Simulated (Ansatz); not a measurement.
Results of PBE-D3(BJ) (Ansatz, a program for electronic structure, PAW) for CaB6-type CaB6.

Excerpt of the program's output:

```
Crystal: 7 atoms, lattice volume = 69.735 Å³
Basis set: ecut = 520 eV, 1863 PW (Γ), exchange–correlation on 64×64×64 points (8 copies of the dense FFT grid, shifted against one another)
Bands: 21, of which v1, the nominal top of the filled ones, is band 14 counted from 1 (13 counted from 0)
Symmetry: 48 space group operations
Space group: Pm-3m (ITA 221), of the structure as read, at distance tolerance 4.1e-5 Å
k-points: 35 of 512
Functional: x = pbe(κ = 0.804, μ = 0.2195149727645171), c = pbe(β = 0.06672455060314922)
SCF iter   1: F=—  HF=-2756.762810 eV  |F-HF|=—  |Δ(HF+E_count)|=         —  Δρ=1.40e-3  dr2=4.66e-4
SCF iter   2: F=—  HF=-2756.763847 eV  |F-HF|=—  |Δ(HF+E_count)|=   1.04e-3  Δρ=7.79e-4  dr2=1.47e-4
  ...
SCF iter   6: F=—  HF=-2756.764197 eV  |F-HF|=—  |Δ(HF+E_count)|=   9.92e-9  Δρ=1.76e-6  dr2=2.44e-9
SCF iter   7: F=-2756.764197 eV  HF=-2756.764197 eV  |F-HF|=9.09e-12  |Δ(HF+E_count)|=  3.78e-10  Δρ=2.77e-7  dr2=5.21e-11
SCF 1 converged in 7 iterations: F = -2756.764197 eV  dr2 = 5.21e-11
SCF converged after 7 iterations
Free energy (F): -2756.764197 eV
Internal energy: -2756.764149 eV  (E = F + TS)
E sigma→0 (E₀):  -2756.764173 eV
Fermi energy:    8.624311 eV
--- Forces (eV/Å), atoms counted from 1 ---
  atom   1  Ca     0.00000000    -0.00000000     0.00000000
  atom   2  B      0.00002074    -0.00000000     0.00000000
  atom   3  B     -0.00000000    -0.00002074     0.00000000
  atom   4  B      0.00000000     0.00002074     0.00000000
  atom   5  B     -0.00002074     0.00000000     0.00000000
  atom   6  B      0.00000000    -0.00000000     0.00002074
  atom   7  B      0.00000000    -0.00000000    -0.00002074
--- Stress (GPa, compression-positive) ---
       -0.001272       0.000000       0.000000
        0.000000      -0.001272       0.000000
        0.000000       0.000000      -0.001272
  P = ⅓ Tr σ = -0.0013 GPa (-0.013 kbar)
```

Task: Write an input file that could have produced this run (the log leaves some choices open).

Result: This is not unique; one that fits is 
Ansatz 0.2 input:
```yaml
crystal:
  lattice:
    - [4.1160797059, 0.0, 0.0]
    - [0.0, 4.1160797059, 0.0]
    - [0.0, 0.0, 4.1160797059]
  atoms:
    - { symbol: Ca, position: [0.0, 0.0, 0.0] }
    - { symbol: B, position: [0.7986056383, 0.5, 0.5] }
    - { symbol: B, position: [0.5, 0.2013943617, 0.5] }
    - { symbol: B, position: [0.5, 0.7986056383, 0.5] }
    - { symbol: B, position: [0.2013943617, 0.5, 0.5] }
    - { symbol: B, position: [0.5, 0.5, 0.7986056383] }
    - { symbol: B, position: [0.5, 0.5, 0.2013943617] }
basis:
  ecutwfc: 520
  ecutrho_ratio: 4
  xc_grid: 2
kpoints:
  mp_grid: { grid: [8, 8, 8] }
  band_path:
    path:
      - [0.0, 0.0, 0.0]
      - [0.0, 0.071429, 0.0]
      - [0.0, 0.142857, 0.0]
      - [0.0, 0.214286, 0.0]
      - [0.0, 0.285714, 0.0]
      - [0.0, 0.357143, 0.0]
      - [0.0, 0.428571, 0.0]
      - [0.0, 0.5, 0.0]
      - [0.071429, 0.5, 0.0]
      - [0.142857, 0.5, 0.0]
      - [0.214286, 0.5, 0.0]
      - [0.285714, 0.5, 0.0]
      - [0.357143, 0.5, 0.0]
      - [0.428571, 0.5, 0.0]
      - [0.5, 0.5, 0.0]
      - [0.45, 0.45, 0.0]
      - [0.4, 0.4, 0.0]
      - [0.35, 0.35, 0.0]
      - [0.3, 0.3, 0.0]
      - [0.25, 0.25, 0.0]
      - [0.2, 0.2, 0.0]
      - [0.15, 0.15, 0.0]
      - [0.1, 0.1, 0.0]
      - [0.05, 0.05, 0.0]
      - [0.038462, 0.038462, 0.038462]
      - [0.076923, 0.076923, 0.076923]
      - [0.115385, 0.115385, 0.115385]
      - [0.153846, 0.153846, 0.153846]
      - [0.192308, 0.192308, 0.192308]
      - [0.230769, 0.230769, 0.230769]
      - [0.269231, 0.269231, 0.269231]
      - [0.307692, 0.307692, 0.307692]
      - [0.346154, 0.346154, 0.346154]
      - [0.384615, 0.384615, 0.384615]
      - [0.423077, 0.423077, 0.423077]
      - [0.461538, 0.461538, 0.461538]
      - [0.5, 0.5, 0.5]
      - [0.45, 0.5, 0.45]
      - [0.4, 0.5, 0.4]
      - [0.35, 0.5, 0.35]
      - [0.3, 0.5, 0.3]
      - [0.25, 0.5, 0.25]
      - [0.2, 0.5, 0.2]
      - [0.15, 0.5, 0.15]
      - [0.1, 0.5, 0.1]
      - [0.05, 0.5, 0.05]
      - [0.5, 0.5, 0.428571]
      - [0.5, 0.5, 0.357143]
      - [0.5, 0.5, 0.285714]
      - [0.5, 0.5, 0.214286]
      - [0.5, 0.5, 0.142857]
      - [0.5, 0.5, 0.071429]
    npoints: 1
hamiltonian:
  xc: pbe
  dispersion: d3bj
  pseudopotentials: { kind: paw }
scf:
  occupations: { method: fermi_dirac, width: 0.01 }
  convergence: { dr2_threshold: 0.0000000007 }
output:
  forces: true
  stress: true
  eigenvalues: true
  write_bands: true
```
